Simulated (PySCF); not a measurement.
Geometries of 4 isomers of C4H5NO, from PBE0-D3(BJ)/def2-SVP geometry optimisation, gas phase in PySCF 2.14.0. One conformer each, no zero-point energy, no frequencies.

**Question.** Which is lowest in electronic energy at this level?
A.
```xyz
11
angstrom
C     -1.708    0.008    0.282
C     -0.244   -0.208    0.130
C      0.793    0.766    0.002
C      1.916    0.008   -0.105
O      1.600   -1.285   -0.048
N      0.252   -1.421    0.099
H     -1.927    0.617    1.171
H     -2.120    0.535   -0.592
H     -2.218   -0.959    0.381
H      0.706    1.849   -0.007
H      2.973    0.239   -0.223
```
B.
```xyz
11
angstrom
C     -1.659   -0.150    0.256
C     -0.190   -0.047    0.030
C      0.617    1.051   -0.032
O      1.887    0.630   -0.254
C      1.797   -0.705   -0.318
N      0.602   -1.166   -0.160
H     -1.941    0.184    1.267
H     -1.963   -1.199    0.148
H     -2.229    0.452   -0.467
H      0.459    2.122    0.056
H      2.718   -1.258   -0.495
```
C.
```xyz
11
angstrom
C     -1.788    0.209    0.386
C     -0.353   -0.042    0.129
N      0.390   -1.007    0.569
C      1.639   -0.766    0.037
C      1.584    0.362   -0.716
O      0.313    0.830   -0.658
H     -2.185   -0.611    0.995
H     -1.933    1.159    0.925
H     -2.354    0.271   -0.556
H      2.489   -1.418    0.230
H      2.296    0.927   -1.311
```
D.
```xyz
11
angstrom
C     -1.546   -0.136    0.054
C     -0.355   -0.845   -0.519
O     -0.430   -1.779   -1.272
C      1.040   -0.367   -0.078
C      1.124    1.014    0.363
N      1.161    2.118    0.710
H     -1.465   -0.055    1.149
H     -2.463   -0.667   -0.228
H     -1.580    0.897   -0.329
H      1.739   -0.555   -0.906
H      1.351   -1.025    0.753
```

**Answer.** C. That is 2-methyloxazole (`Cc1ncco1`), 2.9 kcal/mol below the next.

| SMILES | atoms numbered as above | E (Eh) | relative (kcal/mol) | relative (kJ/mol) | dipole (D) |
| --- | --- | --- | --- | --- | --- |
| Cc1ncco1 | [CH3:1][c:2]1[n:3][cH:4][cH:5][o:6]1 | -284.87140 | 0.0 | 0.0 | 1.39 |
| Cc1cocn1 | [CH3:1][c:2]1[cH:3][o:4][cH:5][n:6]1 | -284.86682 | 2.9 | 12.0 | 1.40 |
| CC(=O)CC#N | [CH3:1][C:2](=[O:3])[CH2:4][C:5]#[N:6] | -284.85393 | 11.0 | 45.9 | 1.60 |
| Cc1ccon1 | [CH3:1][c:2]1[cH:3][cH:4][o:5][n:6]1 | -284.82967 | 26.2 | 109.6 | 2.91 |

As drawn, the highest has an N–O linkage, which the lowest lacks.
